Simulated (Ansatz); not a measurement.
```yaml
crystal:
  periodic: [false, false, false]
  atoms:
    - {symbol: Al, position_ang: [-1.448000, 0.355534, -0.792054]}
    - {symbol: S, position_ang: [-0.579605, 0.611107, 1.046565]}
    - {symbol: Al, position_ang: [1.483065, -0.208044, 0.873562]}
    - {symbol: H, position_ang: [-0.550507, -0.490911, -1.939702]}
    - {symbol: H, position_ang: [-2.938786, 0.946388, -0.993613]}
    - {symbol: H, position_ang: [2.426707, -0.303634, 2.042353]}
    - {symbol: H, position_ang: [1.780551, -0.931318, -0.563663]}
basis:
  gaussian: {orbitals: aug-cc-pVDZ}
hamiltonian: {xc: {name: wB97M-V}, dispersion: d2}
scf: {lower_state_search: full}
```

```sh
$ ansatz run in.yaml --threads 2 --pin off --events-out ev --progress --plain --max-ram 4352MiB
```

Task: How does Ansatz answer? (Estimate.)

Result: Ansatz gave: The input was rejected before any iteration.
```
Error: YAML parse error: error: line 13 column 48: hamiltonian.dispersion: `d2` is not `none`, `rvv10`, `d3bj`, `d3bjatm`, `d4` or a map `{method: …, s8: …, a1: …, a2_bohr: …}` (numbers without units, a2 in bohr) or `{method: …, functional: …}`
11 | basis:
12 |   gaussian: {orbitals: aug-cc-pVDZ}
13 | hamiltonian: {xc: {name: wB97M-V}, dispersion: d2}
14 | scf: {lower_state_search: full}
```
